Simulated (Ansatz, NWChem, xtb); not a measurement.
# BH5S (SMILES [BH3-][SH2+]): the vertical ionisation energy, rung by rung

The species is BH5S (7 atoms), meant as a singlet with charge 0. SMILES: `[BH3-][SH2+]`. Geometry: relaxed at PBE0-D4/def2-TZVP.

Each level gives the vertical ionisation energy (to the doublet cation) (eV). The values are calculated.

```tsv
level	kind	program	value (eV)
GFN2-xTB	semi-empirical	xtb	14.07
GFN1-xTB	semi-empirical	xtb	15.05
HF/STO-3G	Hartree–Fock	Ansatz	9.32
HF/def2-SVP	Hartree–Fock	NWChem	10.38
HF/def2-SVPD	Hartree–Fock	NWChem	10.37
HF/def2-TZVP	Hartree–Fock	NWChem	10.35
HF/def2-TZVPD	Hartree–Fock	NWChem	10.34
SVWN5/STO-3G	LDA	Ansatz	8.90
BLYP/STO-3G	GGA	Ansatz	9.05
PBE/STO-3G	GGA	Ansatz	9.09
```

The values span 8.90 to 15.05 eV. The xTB values lack the empirical shift that such differences need.
